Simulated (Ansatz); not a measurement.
## CO, singlet: the ladder up to full CI

Geometry: that of the CO, triplet, kept fixed.

```tsv
atom	x (Å)	y (Å)	z (Å)
O	0.0000	0.0000	0.0000
C	0.0000	0.0000	1.1955
```

Basis 6-31G; Ansatz 0.2.0. Correlated methods freeze the noble-gas cores, which leaves 10 electrons in 16 orbitals. Prefix R: restricted or restricted open-shell reference. Active spaces: valence = (10e, 8o) chosen from the atoms' valence shells.

Full CI is exact within this basis and frozen core; it isn't the basis-set limit.

The UHF ⟨S²⟩ is 0.000, the T1 diagnostic (RCCSD) is 0.0256 and the largest doubles amplitude (RCCSD) is 0.092.

```json
{"level": "RHF", "E − E(full CI) (kcal/mol)": "143.01", "share of correlation (%)": "0.00", "wall time": "–"}
{"level": "RMP2", "E − E(full CI) (kcal/mol)": "3.27", "share of correlation (%)": "97.72", "wall time": "–"}
{"level": "CISD", "E − E(full CI) (kcal/mol)": "15.86", "share of correlation (%)": "88.91", "wall time": "0.27 s"}
{"level": "RCCSD", "E − E(full CI) (kcal/mol)": "7.22", "share of correlation (%)": "94.95", "wall time": "–"}
{"level": "RCCSD(T)", "E − E(full CI) (kcal/mol)": "0.89", "share of correlation (%)": "99.38", "wall time": "0.15 s"}
{"level": "BCCD(T)", "E − E(full CI) (kcal/mol)": "0.69", "share of correlation (%)": "99.52", "wall time": "0.18 s"}
{"level": "RCCSDT", "E − E(full CI) (kcal/mol)": "0.57", "share of correlation (%)": "99.60", "wall time": "–"}
{"level": "CISDTQ", "E − E(full CI) (kcal/mol)": "1.11", "share of correlation (%)": "99.22", "wall time": "1.4 s"}
{"level": "RCCSDT(Q)", "E − E(full CI) (kcal/mol)": "-0.03", "share of correlation (%)": "100.02", "wall time": "0.57 s"}
{"level": "RCCSDTQ", "E − E(full CI) (kcal/mol)": "0.04", "share of correlation (%)": "99.97", "wall time": "4.8 s"}
{"level": "CASSCF (valence space)", "E − E(full CI) (kcal/mol)": "48.78", "share of correlation (%)": "65.89", "wall time": "–"}
{"level": "NEVPT2 (valence space)", "E − E(full CI) (kcal/mol)": "11.90", "share of correlation (%)": "91.68", "wall time": "1.4 s"}
{"level": "MRCISD (valence space)", "E − E(full CI) (kcal/mol)": "2.08", "share of correlation (%)": "98.54", "wall time": "–"}
{"level": "MRCISD+Q (valence space)", "E − E(full CI) (kcal/mol)": "0.80", "share of correlation (%)": "99.44", "wall time": "2 s"}
```

The correlation energy at full CI, counted from RHF, is -6.202 eV. That run took 24 s on 1 thread of Arm Neoverse V1, shared host over 4,777,056 determinants.

Times hold each run's SCF and search for its determinant on a shared host, so for small cases they say little of a method's own cost; they ran on 1 thread of Arm Neoverse V1.

The full-CI state has the irrep A1 of C2v, in the program's axes (one component, if the state is degenerate).

Natural occupations of full CI about the gap: 1.988 1.972 1.949 1.934 1.934 0.075 0.075 0.028 0.013 0.009; effectively unpaired electrons, Σ n²(2−n)², 0.09.
